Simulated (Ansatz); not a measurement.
Energy needed to pull apart SiH3SCl (SMILES S[SiH2]Cl), closed shell, into free ground-state atoms, from the structure below (displaced at random from a GFN2-xTB minimum); no zero-point or spin–orbit terms; open-shell atoms are treated unrestricted, in their ground-state multiplicity.

```json
{"atom": "S1", "x (Å)": "-0.9109", "y (Å)": "-1.1381", "z (Å)": "-0.3629"}
{"atom": "Si2", "x (Å)": "0.5551", "y (Å)": "0.0089", "z (Å)": "0.1807"}
{"atom": "Cl3", "x (Å)": "-0.2173", "y (Å)": "1.9952", "z (Å)": "0.4622"}
{"atom": "H4", "x (Å)": "-1.5268", "y (Å)": "-0.4847", "z (Å)": "-1.1896"}
{"atom": "H5", "x (Å)": "1.5050", "y (Å)": "0.0282", "z (Å)": "-0.6534"}
{"atom": "H6", "x (Å)": "0.8299", "y (Å)": "-0.3781", "z (Å)": "1.4662"}
```

Computed with Ansatz 0.2.0 (basis: def2-TZVPP); correlated methods freeze the cores.

```
   method  atomization energy (kcal/mol)
   PBE-D4                              ?
revPBE-D4                          377.4
r2SCAN-D4                          389.9
  PBE0-D4                          384.7
 BHLYP-D4                          380.7
  wB97M-V                          393.1
       HF                              ?
      MP2                          380.7
     CCSD                          369.7
  CCSD(T)                          375.4
```

(1) What does PBE-D4 give? (An estimate is asked for; the value comes from the calculation.)

(2) What does HF give? (To be estimated.)

T1 diagnostic: at most 0.010.

## Answers

(1) Computed: 385.3 kcal/mol, which is about 9.9 kcal/mol more than CCSD(T)/def2-TZVPP.

(2) By the calculation: 280.1 kcal/mol, which is about 95.3 kcal/mol less than CCSD(T)/def2-TZVPP.

In triple zeta the MP2 and coupled-cluster atomization energies are still short of their basis limit by a few kcal/mol a bond, whereas those of the functionals are nearly converged, so these differences are not deviations from converged CCSD(T).

For scale, one of the runs: CCSD(T)/def2-TZVPP forces, 168 basis functions (an equivalent command: `ansatz run in.yaml --threads 4`). Time: 56 s of wall clock on 4 CPU threads; the host was shared. Peak host memory: 2.2 GiB.
